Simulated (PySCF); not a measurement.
B3LYP has the VWN-RPA correlation part, as in Gaussian. Delta-SCF ions had no search for a lower state. Excitations are Tamm–Dancoff values on a coarser integration grid. The basis has no diffuse functions, so Rydberg states are missing or too high.

Species: BF$_{3}$, SMILES `FB(F)F` (charge 0, multiplicity 1).

What S1 excitation (TDA), vertical ionisation energy (Delta-SCF), HOMO, dipole moment, HOMO–LUMO gap, S1–T1 gap (TDA), T1 excitation (TDA) and LUMO does B3LYP-D3(BJ)/def2-TZVP in PySCF give?


```
Item                                       Result
--------------------------------------  ---------
S1 excitation (TDA)                      10.48 eV
vertical ionisation energy (Delta-SCF)   15.21 eV
HOMO                                    -11.90 eV
dipole moment                              0.00 D
HOMO–LUMO gap                            11.93 eV
S1–T1 gap (TDA)                           0.25 eV
T1 excitation (TDA)                      10.23 eV
LUMO                                      0.03 eV
```
